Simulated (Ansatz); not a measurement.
Results of LDA (plane waves, PAW; Ansatz, a quantum-chemistry and plane-wave program) for black phosphorus.

Settings: plane-wave cutoff 520 eV, 10×10×8 k mesh (along the axes of the cell as run), Fermi–Dirac smearing 0.01 eV, scalar-relativistic PAW data made under PBE.

Properties against volume:

Shape and atoms are relaxed at each volume.

```json
[
 {"V (Å³/atom)": "16.614", "P (GPa)": "0.98", "c (Å)": "3.978", "a (Å)": "3.323"},
 {"V (Å³/atom)": "16.960", "P (GPa)": "0.39", "c (Å)": "4.046", "a (Å)": "3.316"},
 {"V (Å³/atom)": "17.306", "P (GPa)": "0.00", "c (Å)": "4.116", "a (Å)": "3.311"},
 {"V (Å³/atom)": "17.653", "P (GPa)": "-0.53", "c (Å)": "4.169", "a (Å)": "3.307"},
 {"V (Å³/atom)": "17.999", "P (GPa)": "-0.93", "c (Å)": "4.224", "a (Å)": "3.304"}
]
```

Note: the gap of the solid is closed in this run; this level leaves the solid without a gap, although one is measured.
